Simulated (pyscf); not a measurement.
Optimised with ωB97X-D3(BJ)/def2-SVP in PySCF.

Q: For the elementary gas-phase step H₃Si–Cl + H• -> •H₂Si–Cl + H₂ (doublet surface; H–Si broken, H–H formed), what barrier and reaction energy does ωB97M-D3(BJ)/def2-TZVP give, measured from the separated reactants?

A: ΔE‡ = 5.0 kcal/mol, ΔE = -11.4 kcal/mol. Zero-point energy shifts the barrier by -0.8 kcal/mol. It is a hydrogen abstraction, with an imaginary mode of 1021i cm⁻¹. This is the saddle that the search found; another between the same sides may lie lower. The angle at the transferred H is 178°.
